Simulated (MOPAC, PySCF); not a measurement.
Stepwise substitution at one centre (C Cl-H). Isolated molecules, 0 K electronic values unless said otherwise. Strings in code marks are SMILES.

Quantity: redistribution energy (mixed species minus the weighted end members), in kcal/mol. Semi-empirical values (MOPAC) are differences of heats of formation.

Level 1: PBE-D3(BJ)/def2-TZVP // PBE0-D4/def2-TZVP (PySCF)
Level 2: B3LYP/3-21G // PBE0-D4/def2-TZVP (PySCF)
Level 3: PBE/6-31G* // PBE0-D4/def2-TZVP (PySCF)
Level 4: PM7 // PBE0-D4/def2-TZVP (MOPAC)

| species | level 1 | level 2 | level 3 | level 4 |
|---|---|---|---|---|
| 3 of 4 Cl replaced by H: `CCl` | -0.91 | -4.11 | -2.63 | -0.37 |
| 2 of 4 Cl replaced by H: `ClCCl` | ? | -5.55 | -4.85 | ? |
| 1 of 4 Cl replaced by H: `C(Cl)(Cl)Cl` | -3.43 | -4.32 | -4.60 | ? |

Q: Fill in the missing entries.

A: 
- 2 of 4 Cl replaced by H: `ClCCl`, level 1: -2.98
- 2 of 4 Cl replaced by H: `ClCCl`, level 4: 0.09
- 1 of 4 Cl replaced by H: `C(Cl)(Cl)Cl`, level 4: 0.40
